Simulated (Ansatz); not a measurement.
Stepwise reaction of `[MgH2]` with hydrogen fluoride, as a gas-phase model of exchange steps in deposition or etching. ΔE in kJ/mol; ΔG adds harmonic PBE0-D4 terms to CCSD(T)/CBS, at 1 bar.

Isolated molecules relaxed with PBE0-D4/def2-TZVP in Ansatz; ΔE leaves out vibrations. CCSD(T)/CBS is the MP2 limit (def2-TZVPP, def2-QZVPP) plus CCSD(T) − MP2 in def2-TZVPP, frozen cores. This one scheme is used for every species. DFT in def2-TZVPP. B3LYP here is the variant with VWN-RPA as its local correlation; programs differ in this. For Mg outer-core shells are correlated without core-valence functions, which leaves a few kJ/mol of doubt a bond.

```
step                              reaction  PBE-D4  B3LYP-D4  ωB97M-V  CCSD(T)/CBS  ΔG(600 K)
   2  `[F][MgH]` + H–F → `[F][Mg][F]` + H₂  -147.0    -152.4   -148.0       -152.9     -143.8
```

Give the row of step 1, `[MgH2]` + H–F → `[F][MgH]` + H₂. (An estimate is asked.)

Computed: 
```csv
step,reaction,PBE-D4,B3LYP-D4,ωB97M-V,CCSD(T)/CBS,ΔG(600 K)
1,`[MgH2]` + H–F → `[F][MgH]` + H₂,-161.2,-166.0,-162.9,-167.6,-166.6
```

By hand: ΔE of the 2 steps together at CCSD(T)/CBS.

(-167.6) + (-152.9) = -320.5 kJ/mol, or -160.2 kJ/mol a step.

In ΔE each step is higher than the one before. All are downhill at CCSD(T)/CBS. ΔG lies between -166.6 and -143.8 kJ/mol a step. PBE-D4 differs from CCSD(T)/CBS by 5.9 to 6.4 kJ/mol a step. Isolated molecules leave out the surface, adducts and barriers. Largest T1 diagnostic: 0.012.
